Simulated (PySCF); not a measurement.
Cl2, SMILES ClCl (connectivity only; charge and spin as stated), charge +1, multiplicity 2.

Geometry optimised at PBE0-D3(BJ)/def2-TZVPD.

All values below come from PBE/def2-TZVPD in PySCF.

**Question.** Estimate the frontier levels, dipole moment. (The exact figures need the calculation; the answer reports its results.)

**Answer.** 
```
Item                                                                Value
------------------------------------------------  -----------------------
α spin, highest occupied and lowest empty level      -15.28 and -11.56 eV
β spin, highest occupied and lowest empty level      -15.05 and -14.95 eV
dipole moment about the centre of nuclear charge                   0.00 D
⟨S²⟩                                              0.752 (pure state 0.75)
```
